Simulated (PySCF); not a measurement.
These 2 structures share the formula C4H7F. Level of theory: PBE0-D3(BJ)/def2-SVP geometry optimisation, gas phase (PySCF 2.14.0). One conformer each; no zero-point energy, no entropy. No frequencies were run at this level. Point groups hold within 0.08 Å.

**Question.** Rank from lowest to highest electronic energy at this level (kcal/mol).
A. `C/C=C(\C)F`
B. `FC1(CC1)C`

**Answer.** A (0.0), B (5.6).

As drawn, the lower has a C=C bond outside aromatic rings, which the higher lacks; the higher has a three-membered ring, which the lower lacks.

```tsv
SMILES	E (Eh)	E rel (kcal/mol)	dipole (D)	point group	A, B, C (MHz)
C/C=C(\C)F	-255.99171	0.0	1.65	Cs	8674, 3608, 2632
CC1(F)CC1	-255.98276	5.6	1.61	Cs	6726, 5333, 4005
```

**Question.** How do the relative energies change in single points at PBE0/pcSseg-1 (no added dispersion term) on the same geometries?

**Answer.** 
```
    SMILES  PBE0-D3(BJ)/def2-SVP (kcal/mol)  PBE0/pcSseg-1 (kcal/mol)  shift
C/C=C(\C)F                              0.0                       0.0    0.0
 CC1(F)CC1                              5.6                       6.6   +1.0
```

Each column counts from its own lowest isomer. The order is unchanged; the largest shift is 1.0 kcal/mol.

**Question.** As an exercise, what shares would exp(−E/RT) give at 2000 K from these electronic energies alone (no entropy, no degeneracies)?

**Answer.** RT = 3.974 kcal/mol: C/C=C(\C)F 80.4 %, CC1(F)CC1 19.6 %.
